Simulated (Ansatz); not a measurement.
How far each method lies from UCCSDT(Q) for C–SiH–Cl, quintet

Geometry: that of the C–SiH–Cl, triplet, kept fixed. The triplet lies 2.2 eV lower here.

| atom | x (Å) | y (Å) | z (Å) |
| --- | --- | --- | --- |
| C | 0.0000 | -0.6614 | 2.1374 |
| Si | 0.0000 | 0.4102 | 0.6768 |
| Cl | 0.0000 | -0.1549 | -1.2791 |
| H | 0.0000 | 1.8982 | 0.6640 |

Basis cc-pVDZ; Ansatz 0.2.0. Correlated methods freeze the noble-gas cores, which leaves 16 electrons in 44 orbitals. Prefix R: restricted or restricted open-shell reference; prefix U: unrestricted. Active spaces: valence = (16e, 13o) chosen from the atoms' valence shells.

Full CI isn't at hand for all of this; UCCSDT(Q) serves as the reference, and is uncertain by about the last step of the cluster series. The frozen core follows each run's orbitals, which can shift R against U totals by a few meV.

For open shells CISD is restricted-active-space CI with the open shells as a complete middle space.

```
UHF ⟨S²⟩                          : 6.018
T1 diagnostic (RCCSD)             : 0.0203
largest doubles amplitude (RCCSD) : 0.054
T1 diagnostic (UCCSD)             : 0.0196
```

| level | E − E(UCCSDT(Q)) (kcal/mol) | share of correlation (%) | wall time |
| --- | --- | --- | --- |
| RHF | 200.05 | 0.00 | – |
| UHF | 197.14 | 1.46 | – |
| RMP2 | 30.92 | 84.54 | – |
| UMP2 | 31.31 | 84.35 | – |
| CISD | 24.53 | 87.74 | 26 s |
| RCCSD | 6.07 | 96.97 | – |
| UCCSD | 6.01 | 96.99 | – |
| RCCSD(T) | 1.18 | 99.41 | 8 s |
| UCCSD(T) | 1.17 | 99.41 | 8.5 s |
| BCCD(T) | 1.16 | 99.42 | 3.9 s |
| RCCSDT | 0.42 | 99.79 | – |
| UCCSDT | 0.39 | 99.80 | – |
| RCCSDT(Q) | 0.05 | 99.98 | 12 s (H100) |
| CASSCF (valence space) | 167.61 | 16.22 | – |
| NEVPT2 (valence space) | 37.06 | 81.48 | 55 s (H100) |

The correlation energy at UCCSDT(Q), counted from RHF, is -8.675 eV. That run took 11 s on 2 threads of AMD EPYC 7R13 with a shared H100 80 GB, shared host.

Times hold each run's SCF and search for its determinant on a shared host, so for small cases they say little of a method's own cost; rows without a card ran on 1 thread of AMD EPYC 7R13. Some runs computed forces too.

Natural occupations of CASSCF (valence space) about the gap: 1.981 1.979 1.968 1.005 1.001 1.000 0.997 0.042 0.020 0.015; effectively unpaired electrons, Σ n²(2−n)², 4.02.
